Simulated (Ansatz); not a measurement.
## Ansatz (development build ahead of 0.2.0) run

```yaml
crystal:
  periodic: [false, false, false]
  atoms:
    - { symbol: Na, position_ang: [0.0, 0.0, 0.0] }
    - { symbol: O, position_ang: [0.0, 0.0, 2.35] }
    - { symbol: H, position_ang: [0.775, 0.0, 2.925] }
    - { symbol: H, position_ang: [-0.775, 0.0, 2.925] }
basis:
  gaussian: { orbitals: def2-SVP }
magnetization:
  initial_magnetization: 1
hamiltonian:
  xc: pbe0
scf:
  omitted_lower_state_checks: [starts, atomic_configurations, cluster_reference, orbital_swaps, given_window_search, neighbouring_geometries, increment]
output:
  forces: true
```

The input is written out in the form of the current development build from the run's settings.

Output:

| Quantity | Value |
| --- | --- |
| Converged | yes |
| Total energy | -238.41006 hartree |
| Spin squared of the determinant | 0.750 |
| Stability test | minimum among restricted orbitals |

Forces (eV/Å):
```
atom      Fx     Fy      Fz
 Na1   0.000  0.000   0.158
  O2   0.000  0.000  -0.363
  H3  -0.041  0.000   0.102
  H4   0.041  0.000   0.102
```
